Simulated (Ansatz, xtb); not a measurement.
**Relative energy of two structures of H2LiMgN**

Structure I is `[Li][Mg][NH2]`, a singlet and structure II is a singlet given by its coordinates. Both are isolated molecules in the gas phase, relaxed with B3LYP/6-31G*.

I (Å):

```xyz
5

Li   -2.8606    1.6734    3.1860
Mg   -1.0112    0.6667    1.4378
N     0.2860   -0.0407    0.2094
H     0.0925   -0.4928   -0.6806
H     1.2962   -0.0330    0.3254
```

II (Å):

```yaml
atoms:
  - { symbol: Li, position_ang: [-0.9430, 0.2298, 2.4912] }
  - { symbol: Mg, position_ang: [-1.8407, 1.2195, 0.0425] }
  - { symbol: N, position_ang: [-0.1269, 0.2387, 0.7917] }
  - { symbol: H, position_ang: [0.7461, 0.7704, 0.6984] }
  - { symbol: H, position_ang: [0.0660, -0.6742, 0.3640] }
```

Close contacts (Å): Li1–Mg2 2.79, Li1–N3 1.89, Mg2–N3 2.11, N3–H4 1.03, N3–H5 1.03.

Quicker runs give these differences E(II) − E(I): GFN2-xTB −0.255 eV; HF/STO-3G +1.247 eV (at GFN2-xTB geometries); r2SCAN-D4/def2-SVP −0.516 eV (at GFN2-xTB geometries).

Question: Estimate which is lower in electronic energy at CCSD(T)/def2-TZVPP, and by roughly how much.

Answer: The CCSD(T)/def2-TZVPP calculation puts structure II lower, by 0.480 eV.

The same difference at several levels:

| level | geometry | E(II) − E(I) (eV) | departure from the last row (eV) | job, with rough time for the two |
| --- | --- | --- | --- | --- |
| GFN2-xTB | GFN2-xTB | −0.255 | +0.224 | optimisation, 0.076 s |
| HF/STO-3G | GFN2-xTB | +1.247 | +1.727 | single point, 0.16 s |
| r2SCAN-D4/def2-SVP | GFN2-xTB | −0.516 | −0.036 | single point, 1.4 s |
| B3LYP/6-31G* | B3LYP/6-31G* | −0.652 | −0.172 | optimisation, 9.6 s |
| HF/def2-TZVPP | B3LYP/6-31G* | −0.274 | +0.206 | part of the CCSD(T) run |
| MP2/def2-TZVPP | B3LYP/6-31G* | −0.455 | +0.025 | part of the CCSD(T) run |
| CCSD(T)/def2-TZVPP | B3LYP/6-31G* | −0.480 |  | single point, 13 s |

HF/STO-3G puts the two in the other order. The largest departure from CCSD(T)/def2-TZVPP is that of HF/STO-3G, 1.727 eV.

With harmonic frequencies from B3LYP/6-31G* (ideal gas, rigid rotor, one conformer each, 298.15 K, 1 atm): on the last row, ΔE + ΔZPE = −0.439, ΔH = −0.468, ΔG = −0.431 eV.

The correlated steps freeze 2 core orbitals; the last core shell of Li and Mg is correlated, in a basis made for valence electrons. Codes used: Ansatz 0.2.0, xtb 6.7.1; the last row on 1 thread of Intel(R) Xeon(R) 6975P-C (Granite Rapids) on a shared host.
